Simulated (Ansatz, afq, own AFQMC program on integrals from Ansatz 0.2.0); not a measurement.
AFQMC on a folder of integrals that Ansatz 0.2.0 wrote.

```yaml
crystal:
  periodic: [false, false, false]
  atoms:
    - {symbol: B, position_ang: [0.000000, 0.000000, 0.849422]}
    - {symbol: Al, position_ang: [0.000000, 0.000000, -0.655578]}
    - {symbol: H, position_ang: [0.000000, 0.000000, 2.032510]}
    - {symbol: H, position_ang: [0.000000, 0.000000, -2.226356]}
basis:
  gaussian: {orbitals: 6-31G}
magnetization: {spin_polarized: false, initial_magnetization: 2}
correlation: {method: ccsd_t, electrons: outside_noble_gas, hamiltonian_folder: ham}
```

```sh
$ ansatz run in.yaml --threads 1 --pin off --events-out ev --progress --plain --max-ram 24576MiB --backend cuda --devices 0, --max-vram 18GiB
```

afq runs on the folder ham with

```
--method phaseless --trial cisd --walkers 4000 --populations 20 --least-time 60 --time-step 0.005 --steps-per-block 50 --equilibration-blocks 28 --max-blocks 4000 --target-error 0.00017 --factor-cut 1e-05 --start spin_pure --seed 4013 --release-times 0.24,0.51,0.99,1.62,2.4 --release-step 0.03 --release-every 3 --taylor-order 6
```

Times are imaginary, in 1/Eh. The walk had a cap of 122 s. With eight or more populations the least sampling time is a fifth of least-time, and the error comes from their spread.

afq prints:

```
orbitals 20  electrons 5 3  factors 127 of 328
reference energy -267.48871799 Eh
CCSD correlation -0.09109902 Eh in 10 cycles, weight of the determinant in the CISD state 0.9287
energy of the start -267.579812 Eh
 block  time / (1/Eh)  mean weight  energy / Eh
     1     0.250  1.0000  -267.579218
     2     0.500  0.9999  -267.579382
     3     0.750  1.0001  -267.579735
     4     1.000  1.0000  -267.580028
     5     1.250  0.9999  -267.580348
    10     2.500  0.9999  -267.581599
    15     3.750  0.9998  -267.582406
    20     5.000  1.0001  -267.581981
    25     6.250  1.0000  -267.582225
    30     7.500  1.0001  -267.582057
    35     8.750  0.9998  -267.582083
    40    10.000  1.0001  -267.581916
    42    10.500  1.0000  -267.582554
    45    11.250  0.9998  -267.582204
    49    12.250  0.9999  -267.581488
    50    12.500  1.0001  -267.582154
    55    13.750  1.0002  -267.581956
    60    15.000  0.9999  -267.581882
    65    16.250  1.0001  -267.581989
    70    17.500  1.0000  -267.582041
    75    18.750  0.9999  -267.581952
    78    19.500  1.0000  -267.582479
error from the spread of 20 populations
released: time / (1/Eh)  energy / Eh  error  mean overlap
  0.24  -267.582114  0.000038  0.9999
  0.51  -267.582170  0.000041  1.0007
  0.99  -267.582253  0.000030  1.0010
  1.62  -267.582326  0.000027  1.0008
  2.40  -267.582360  0.000038  1.0009
energy -267.582044 +/- 0.000051 Eh
(rows thinned)
```

The run passed its tests (sampling time, drift between the halves within three errors, error under three times the target), which doesn't prove that it has relaxed.

Against this walk (error 1.4 meV) on the same determinant: CCSD(T) 11.8 meV higher, CCSDT(Q) 8.8 meV lower, CCSDTQ 9.4 meV lower, full CI 9.6 meV lower. The error is statistical and leaves out the bias of the constraint. Released to 2.40 1/Eh the energy lies 8.6 ± 1.7 meV (both errors) below the phaseless value, which shows part or all of the bias of the constraint, and full CI lies 1.0 meV below the released value. Full CI is exact here, so the walk's 10 meV above it is the walk's own error: the bias of the constraint with this trial.

Cautions: constraint bias not in the error; lower spins were not checked.

The walk took 23 s on 1 × NVIDIA H100 80GB HBM3 with 2 threads of AMD EPYC 7R13 Processor (Zen 3), on a shared host (the card was shared). The log's last line is the phaseless energy.

CCSDT and higher add their correlation energy to the determinant of the CCSD(T) run, since their own runs factorise the integrals more tightly (a shift of under 2 meV). A walk keeps the symmetry of its determinant, which the program's search chose and which needn't be the lowest solution, so a lower state of the same spin and another symmetry isn't excluded.
